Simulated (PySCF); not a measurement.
CH4O, SMILES CO. Atoms are numbered in the order given.

```xyz
6

C     -0.0200     0.6641     0.0000
O      0.1223    -0.7474     0.0000
H     -0.5456     1.0252     0.8926
H      0.9863     1.0847     0.0000
H     -0.5456     1.0252    -0.8926
H     -0.7537    -1.1408     0.0000
```

Geometry optimised at ωB97X-D3(BJ)/def2-TZVP.

Two levels are set side by side: PBE/pcSseg-2 (PySCF) and PBE0/pcSseg-2 (PySCF). GIAO shifts against H2O (¹⁷O), TMS (¹H), TMS (¹³C) at the same level; non-relativistic, no solvent, atoms listed together averaged. Differences are taken from unrounded values.

```tsv
quantity	PBE0	PBE	PBE minus PBE0
δ(¹³C) of C1 (ppm)	55.8	57.9	2.1
δ(¹⁷O) of O2 (ppm)	-0.2	7.5	7.7
δ(¹H) of H6 (ppm)	-0.24	-0.48	-0.25
```

Rough cost on one machine, each run with all the roots and properties that it gave: PBE0 against PBE within a factor of 2.
